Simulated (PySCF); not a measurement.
# CH: bond curves at several levels of theory

One table from this session's results is given with a row withheld; the runs are named, their logs left out.

Method: H aug-pcseg-1, C aug-pcseg-1, no relativity; program: PySCF 2.14.0.

The first run:

Settings of the job:

```json
{
  "atoms": "H, C",
  "charge": "0",
  "basis": "H aug-pcseg-1, C aug-pcseg-1",
  "Hamiltonian": "no relativity",
  "basis functions": "32",
  "electrons treated": "7",
  "masses in u": "1.0078, 12.0000",
  "levels": "PBE0, PBE, r²SCAN, B3LYP, PBEsol, M06-2X, ωB97X, HF, MP2, SCS-MP2, CCSD, CCSD(T)",
  "grid": "80 radial by 434 angular points",
  "occupations": "held fixed by the projection of orbital angular momentum",
  "dissociation limit": "H + C, each in its ground configuration",
  "starting distance in angstrom": "1.030",
  "values of 2S to try": "1, 3"
}
```

Command:

```bash
OMP_NUM_THREADS=1 python dia.py task.json out
```

Steps of the session up to this table: Input; The PBE0 curve of the state that the search chose; Other states along the same grid; PBE (GGA); r²SCAN (meta-GGA); B3LYP; PBEsol (GGA); M06-2X; ωB97X; UHF; Adding correlation.

One of the session's tables, all rows but one given; the rest of the session is left out.

| level | Re (Å) | ωe (cm⁻¹) | De (eV) |
| --- | --- | --- | --- |
| UHF | 1.109 | 3072 | 2.48 |
| UHF-MP2 | 1.119 | 2981 | 3.26 |
| UHF-SCS-MP2 | 1.120 | 2969 | 3.37 |
| UHF-CCSD | 1.127 | 2889 | 3.38 |
| UHF-CCSD(T) | 1.128 | 2873 | 3.41 |
| PBE | 1.145 | 2740 | 3.64 |
| PBEsol | 1.149 | 2725 | 3.74 |
| r²SCAN | ? | ? | ? |
| B3LYP | 1.132 | 2832 | 3.66 |
| PBE0 | 1.131 | 2866 | 3.58 |
| M06-2X | 1.122 | 2910 | 3.56 |
| ωB97X | 1.128 | 2900 | 3.58 |

Q: Estimate the row for r²SCAN from the others.

As computed: Re (Å): 1.132; ωe (cm⁻¹): 2833; De (eV): 3.52.
